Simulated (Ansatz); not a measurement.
A made-up structure of SiNH₄ (charge -1), singlet:

```xyz
6
angstrom
N -0.2628 -0.8775 0.2525
Si 0.1976 0.8720 0.5343
H 0.7249 1.4898 1.6991
H 0.3504 -1.5096 0.7490
H 1.0698 1.1794 -0.7235
H -1.0540 1.5214 -0.0999
```

It is relaxed with PBE-D4/def2-SVPD and then PBE0-D4/def2-TZVPD (Ansatz 0.2.0). Atoms count as bonded within 1.22 times the sum of their covalent radii (H–H: 0.88 Å). The end point is not checked to be a true minimum.

Question: Does its bonding change? (Judge from chemistry; the calculation decides.)

Answer: The calculation gives: No: no bond forms or breaks.

Where it ends: The first stage lowers the energy by 0.85 eV in 7 steps. It ends as SiNH₄ ([NH][SiH3]), total charge -1:
N1  (-0.315, -0.855, 0.430)
Si2  (0.125, 0.741, 0.358)
H3  (0.654, 1.465, 1.610)
H4  (0.434, -1.496, 0.678)
H5  (1.189, 1.217, -0.647)
H6  (-1.061, 1.604, -0.018)
(Å)

Labels in which every atom is bracketed show which atoms are joined, not bond orders.

For scale, one of the runs: PBE0-D4/def2-TZVPD relaxation, 116 basis functions, launched by `ansatz run in.yaml --threads 2 --pin off --events-out ev --progress --plain --max-ram 4352MiB`. Hardware: 2 CPU threads of an Intel Xeon 6975P-C, shared host. Wall time about 5.5 s.
